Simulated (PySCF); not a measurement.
Energy of Ar (argon, neutral) between two integer charges

The 3p beta orbital of [Ar] is emptied in steps (occupation f), with all orbitals relaxed, ending at [Ne] 3s2 3p5. All numbers are calculated (PySCF 2.14, no relativity, point nucleus, in aug-cc-pV(T+d)Z (6s5p4d2f, 55 functions)). The exact energy is a straight line in f; departures are measured from the line between the end points of the same method.

```json
{"f": "1", "UHF (eV)": "0.000", "LDA (eV)": "0.000", "PBE (eV)": "0.000", "PBE0 (eV)": "0.000", "r2SCAN (eV)": "0.000", "LC-wPBE (eV)": "0.000", "BHandHLYP (eV)": "0.000", "wB97X (eV)": "0.000", "r2SCAN0 (eV)": "0.000", "MN15 (eV)": "0.000"}
{"f": "0.75", "UHF (eV)": "0.275", "LDA (eV)": "-1.055", "PBE (eV)": "-1.020", "PBE0 (eV)": "-0.702", "r2SCAN (eV)": "-0.935", "LC-wPBE (eV)": "-0.155", "BHandHLYP (eV)": "-0.393", "wB97X (eV)": "-0.225", "r2SCAN0 (eV)": "-0.641", "MN15 (eV)": "-0.550"}
{"f": "0.5", "UHF (eV)": "0.353", "LDA (eV)": "-1.415", "PBE (eV)": "-1.362", "PBE0 (eV)": "-0.936", "r2SCAN (eV)": "-1.231", "LC-wPBE (eV)": "-0.204", "BHandHLYP (eV)": "-0.530", "wB97X (eV)": "-0.299", "r2SCAN0 (eV)": "-0.842", "MN15 (eV)": "-0.725"}
{"f": "0.25", "UHF (eV)": "0.256", "LDA (eV)": "-1.066", "PBE (eV)": "-1.020", "PBE0 (eV)": "-0.700", "r2SCAN (eV)": "-0.909", "LC-wPBE (eV)": "-0.149", "BHandHLYP (eV)": "-0.403", "wB97X (eV)": "-0.223", "r2SCAN0 (eV)": "-0.621", "MN15 (eV)": "-0.533"}
{"f": "0", "UHF (eV)": "0.000", "LDA (eV)": "0.000", "PBE (eV)": "0.000", "PBE0 (eV)": "0.000", "r2SCAN (eV)": "0.000", "LC-wPBE (eV)": "0.000", "BHandHLYP (eV)": "0.000", "wB97X (eV)": "0.000", "r2SCAN0 (eV)": "0.000", "MN15 (eV)": "0.000"}
```

```csv
method,E(f=0) − E(f=1) (eV),−ε at f=1 (eV),−ε at f=0.5 (eV)
UHF,14.563,16.092,14.511
LDA,15.999,10.418,15.968
PBE,15.714,10.295,15.713
PBE0,15.725,11.989,15.731
r2SCAN,15.773,10.743,15.847
LC-wPBE,15.803,14.981,15.818
BHandHLYP,15.627,13.556,15.602
wB97X,15.751,14.560,15.757
r2SCAN0,15.740,12.288,15.797
MN15,15.809,12.858,15.853
```

Orbital energy along the path (eV):

```tsv
f	UHF	LDA	PBE	PBE0	r2SCAN	LC-wPBE	BHandHLYP	wB97X	r2SCAN0	MN15
1	-16.092	-10.418	-10.295	-11.989	-10.743	-14.981	-13.556	-14.560	-12.288	-12.858
0.75	-15.254	-13.158	-12.982	-13.849	-13.319	-15.394	-14.560	-15.151	-14.063	-14.361
0.5	-14.511	-15.968	-15.713	-15.731	-15.847	-15.818	-15.602	-15.757	-15.797	-15.853
0.25	-13.845	-18.826	-18.447	-17.604	-18.252	-16.222	-16.681	-16.343	-17.435	-17.285
0	-13.245	-21.700	-21.131	-19.432	-20.554	-16.565	-17.804	-16.967	-19.003	-18.556
```

Reference removal energy between the ground levels: 15.760 eV (measured; NIST Atomic Spectra Database, ionization energies). The calculation has no spin-orbit coupling. UHF lacks correlation.
